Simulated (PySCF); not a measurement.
BF, optimised at PBE0/def2-TZVP:

```xyz
2

B      0.0044    -0.4656     0.4266
F     -0.0044     0.4656    -0.4266
```

Computed with PySCF (xtb for GFN2) and rigid-rotor harmonic-oscillator thermochemistry at 1 bar. 6-31G* has spherical d functions here. All species are closed-shell singlets. B3LYP is the form with VWN-RPA correlation.

List the harmonic frequencies (cm⁻¹, unscaled) at this level and at the other levels, each on its own geometry.


- PBE0/def2-TZVP: 1424
- B3LYP/6-31G*: 1406
- GFN2-xTB: 1570
- HF/6-31G*: 1471
- PBE/def2-SVP: 1381
